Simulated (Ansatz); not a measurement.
**Which is lower?**

The two ends of one reaction step of C2H6O, closed shell (PBE0-D4/def2-TZVP).

A:

```json
{"atom": "O1", "x (Å)": "-0.6359", "y (Å)": "-1.3546", "z (Å)": "-0.1197"}
{"atom": "C2", "x (Å)": "-0.2939", "y (Å)": "-0.0229", "z (Å)": "-0.4541"}
{"atom": "H3", "x (Å)": "-1.1949", "y (Å)": "0.6012", "z (Å)": "-0.5363"}
{"atom": "H4", "x (Å)": "0.2224", "y (Å)": "0.0144", "z (Å)": "-1.4237"}
{"atom": "C5", "x (Å)": "0.6066", "y (Å)": "0.5153", "z (Å)": "0.6281"}
{"atom": "H6", "x (Å)": "0.8958", "y (Å)": "1.5455", "z (Å)": "0.4088"}
{"atom": "H7", "x (Å)": "1.5121", "y (Å)": "-0.0896", "z (Å)": "0.7077"}
{"atom": "H8", "x (Å)": "0.0971", "y (Å)": "0.4962", "z (Å)": "1.5937"}
{"atom": "H9", "x (Å)": "-1.2092", "y (Å)": "-1.7054", "z (Å)": "-0.8045"}
```

B:

O1  (-1.435, -1.597, 0.818)
C2  (0.230, 0.807, -0.896)
H3  (-0.715, 1.320, -1.041)
H4  (0.632, 0.277, -1.753)
C5  (0.864, 0.831, 0.267)
H6  (0.464, 1.365, 1.123)
H7  (1.811, 0.322, 0.410)
H8  (-0.850, -0.906, 0.484)
H9  (-0.999, -2.420, 0.589)
(Å)

Ansatz 0.2.0; basis: def2-TZVPP; cores frozen in the correlated methods. B3LYP uses VWN-RPA correlation.

**Question.** Which structure is lower at CCSD(T), and by how much? (An estimate is asked for; the value comes from the calculation.)

**Answer.** By the calculation: A, by 12.01 kcal/mol (electronic energy, against the other). By their contacts, A is C₂H₆O (CCO) and B is a complex of C₂H₄ (C=C) + H₂O.

All methods give the same order:

```json
{"method": "SPW92", "E(B) − E(A) (kcal/mol)": "20.91"}
{"method": "PBE-D4", "E(B) − E(A) (kcal/mol)": "14.01"}
{"method": "BLYP-D4", "E(B) − E(A) (kcal/mol)": "9.45"}
{"method": "r2SCAN-D4", "E(B) − E(A) (kcal/mol)": "14.86"}
{"method": "B97M-V", "E(B) − E(A) (kcal/mol)": "14.17"}
{"method": "PBE0-D4", "E(B) − E(A) (kcal/mol)": "16.27"}
{"method": "B3LYP-D4", "E(B) − E(A) (kcal/mol)": "11.82"}
{"method": "r2SCAN0-D4", "E(B) − E(A) (kcal/mol)": "16.37"}
{"method": "BHLYP-D4", "E(B) − E(A) (kcal/mol)": "14.23"}
{"method": "CAM-B3LYP-D4", "E(B) − E(A) (kcal/mol)": "14.36"}
{"method": "wB97X-V", "E(B) − E(A) (kcal/mol)": "16.44"}
{"method": "wB97M-V", "E(B) − E(A) (kcal/mol)": "13.70"}
{"method": "B2PLYP", "E(B) − E(A) (kcal/mol)": "11.92"}
{"method": "PBE-QIDH", "E(B) − E(A) (kcal/mol)": "16.69"}
{"method": "RPA on PBE", "E(B) − E(A) (kcal/mol)": "12.46"}
{"method": "HF", "E(B) − E(A) (kcal/mol)": "12.17"}
{"method": "MP2", "E(B) − E(A) (kcal/mol)": "12.84"}
{"method": "CCSD", "E(B) − E(A) (kcal/mol)": "12.59"}
{"method": "CCSD(T)", "E(B) − E(A) (kcal/mol)": "12.01"}
```

T1 diagnostic: at most 0.010.

For scale, one of the runs: CCSD(T)/def2-TZVPP, 177 basis functions, launched by `ansatz run in.yaml --threads 2 --pin off --events-out ev --progress --plain --max-ram 4352MiB`. The run took 22 s on 2 CPU threads of an Intel Xeon Platinum 8223CL (shared host), with 1.7 GiB of host memory at its peak.
